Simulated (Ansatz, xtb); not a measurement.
Two isomers of C5H10S

We compare X, `C[C@@H]1CCSC1`, a singlet, with Y, `CC(C)CC=S`, a singlet. Both are isolated molecules in the gas phase, relaxed with PBE-D3(BJ)/def2-SVP; the shapes shown needn't be the lowest conformers.

X (Å):

```xyz
16

C    -2.0509   -0.3197   -0.6684
C    -1.0301    0.2259    0.3304
C    -0.1135    1.3184   -0.2433
C     0.9365    1.6322    0.8227
C    -0.0817   -0.8567    0.8695
S     1.3631    0.0146    1.6170
H    -2.7342    0.4792   -1.0212
H    -1.5443   -0.7484   -1.5588
H    -2.6738   -1.1185   -0.2174
H    -1.5717    0.6626    1.2000
H    -0.6828    2.2273   -0.5315
H     0.3804    0.9311   -1.1615
H     1.8569    2.0832    0.4027
H     0.5354    2.3209    1.5950
H    -0.5623   -1.4952    1.6375
H     0.2683   -1.5140    0.0444
```

Y (Å):

```yaml
atoms:
  - { symbol: C, position_ang: [0.4238, -2.1592, -2.4639] }
  - { symbol: C, position_ang: [0.0738, -0.7788, -1.8972] }
  - { symbol: C, position_ang: [0.8075, 0.3385, -2.6475] }
  - { symbol: C, position_ang: [-1.4624, -0.5616, -1.9218] }
  - { symbol: C, position_ang: [-1.8969, 0.6788, -1.2086] }
  - { symbol: S, position_ang: [-2.7156, 1.9346, -1.8528] }
  - { symbol: H, position_ang: [-0.0702, -2.9739, -1.8961] }
  - { symbol: H, position_ang: [0.1022, -2.2436, -3.5235] }
  - { symbol: H, position_ang: [1.5179, -2.3370, -2.4319] }
  - { symbol: H, position_ang: [0.3964, -0.7518, -0.8307] }
  - { symbol: H, position_ang: [0.5111, 0.3537, -3.7178] }
  - { symbol: H, position_ang: [0.5777, 1.3383, -2.2277] }
  - { symbol: H, position_ang: [1.9057, 0.1922, -2.6036] }
  - { symbol: H, position_ang: [-1.9385, -1.4282, -1.4051] }
  - { symbol: H, position_ang: [-1.8352, -0.5449, -2.9672] }
  - { symbol: H, position_ang: [-1.5974, 0.7142, -0.1354] }
```

Task: Estimate E(Y) − E(X) at the level CCSD(T)/def2-SVP + ΔMP2/def2-TZVPP.

Result: Calculated at CCSD(T)/def2-SVP + ΔMP2/def2-TZVPP: E(Y) − E(X) = +15.9 kcal/mol, so structure X lies lower.

Level by level:

```csv
level,geometry,E(Y) − E(X) (kcal/mol),departure from the last row (kcal/mol),"job, with rough time for the two"
GFN2-xTB,GFN2-xTB,+22.4,+6.5,"optimisation, 0.13 s"
HF/STO-3G,GFN2-xTB,+49.2,+33.2,"single point, 0.32 s"
r2SCAN-D4/def2-SVP,GFN2-xTB,+16.8,+0.9,"single point, 3.1 s"
PBE-D3(BJ)/def2-SVP,PBE-D3(BJ)/def2-SVP,+16.6,+0.7,"optimisation, 15 s"
HF/def2-SVP,PBE-D3(BJ)/def2-SVP,+14.2,−1.7,part of the CCSD(T) run
MP2/def2-SVP,PBE-D3(BJ)/def2-SVP,+14.9,−1.1,part of the CCSD(T) run
CCSD(T)/def2-SVP,PBE-D3(BJ)/def2-SVP,+12.9,−3.0,single point
CCSD(T)/def2-SVP + ΔMP2/def2-TZVPP,PBE-D3(BJ)/def2-SVP,+15.9,,"single point, 45 s"
```

As drawn, Y has 1 C=S in place of 2 C–S. Structure X has a 5-membered ring, Y no ring.

None of the levels shown reverses the order. The largest departure from CCSD(T)/def2-SVP + ΔMP2/def2-TZVPP is that of HF/STO-3G, 33.2 kcal/mol. The last row adds to CCSD(T) the change of the MP2 difference between the two basis sets, here +3.0 kcal/mol, a large step that makes the value less sure.

With thermal terms from frequencies at re-optimised GFN2-xTB minima (ideal gas, soft modes damped towards free rotors, one conformer each, 298.15 K, 1 atm): the zero-point term adds −1.5 kcal/mol; ΔH is +15.2 and ΔG +13.2 kcal/mol.

The correlated steps freeze 10 core orbitals. Mirror images aren't counted in ΔG. Codes used: Ansatz 0.2.0, xtb 6.7.1; the last row on 4 threads of Arm Neoverse V2 on a shared host.
